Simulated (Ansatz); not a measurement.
**Relaxing FeNiC4**

Level of theory: DFT PBE, scalar-relativistic, plane waves, PAW in Ansatz. Cutoff 420 eV, Γ-centred k mesh, Gaussian smearing, collinear spin, first started from parallel moments.

FeNiC4 was placed on the sites of a reported MgInCu4 cell (F-43m, No. 216), with Fe in place of Mg, Ni in place of In, C in place of Cu, at a guessed volume.

```
CELL_PARAMETERS angstrom
0.00000 2.88573 2.88573
2.88573 0.00000 2.88573
2.88573 2.88573 0.00000
ATOMIC_POSITIONS crystal
Fe 0.00000 0.00000 0.00000
Ni 0.75000 0.75000 0.75000
C 0.37500 0.87500 0.37500
C 0.37500 0.37500 0.87500
C 0.37500 0.37500 0.37500
C 0.87500 0.37500 0.37500
```

Cell and atoms relax at zero pressure; the relaxation can't lower the symmetry of the start.

Formation energies are uncorrected and refer to the elements' standard structures at the same level.

Task: Describe the relaxed structure.

Result: It keeps F-43m (No. 216). Conventional cell: a = 5.997 Å. Fe is coordinated by 12 C at 2.56 Å and 4 Ni at 2.60 Å; Ni is coordinated by 12 C at 2.45 Å and 4 Fe at 2.60 Å; around C lie 3 C at 1.59 Å.

```cif
data_structure
_symmetry_space_group_name_H-M 'F-43m'
_symmetry_Int_Tables_number 216
_cell_length_a 5.9973
_cell_length_b 5.9973
_cell_length_c 5.9973
_cell_angle_alpha 90.000
_cell_angle_beta 90.000
_cell_angle_gamma 90.000
_cell_volume 215.71
loop_
_atom_site_label
_atom_site_type_symbol
_atom_site_symmetry_multiplicity
_atom_site_Wyckoff_symbol
_atom_site_fract_x
_atom_site_fract_y
_atom_site_fract_z
_atom_site_occupancy
Fe1 Fe 4 a 0.00000 0.00000 0.00000 1
Ni1 Ni 4 d 0.25000 0.25000 0.75000 1
C1 C 16 e 0.59373 0.09373 0.90627 1
```

Task: What are its volume, energy, gap and moment?

Result: The volume per atom is 8.99 Å³. The density is 5.01 g/cm³, the energy over the elements is 2.32 eV/atom and the gap on the 12×12×12 mesh is 0 eV (a metal). The net moment per atom is 0.97 μB and the largest site moment is 3.37 μB.

The final run used a 12×12×12 mesh on its 6-atom cell and 0.10 eV smearing. For metals, differences of a few meV/atom aren't resolved. A structure relaxed within its symmetry needn't be a true minimum.

Cost: 3 runs of about 14 core-minutes in all, on Arm Neoverse V1 (shared hosts).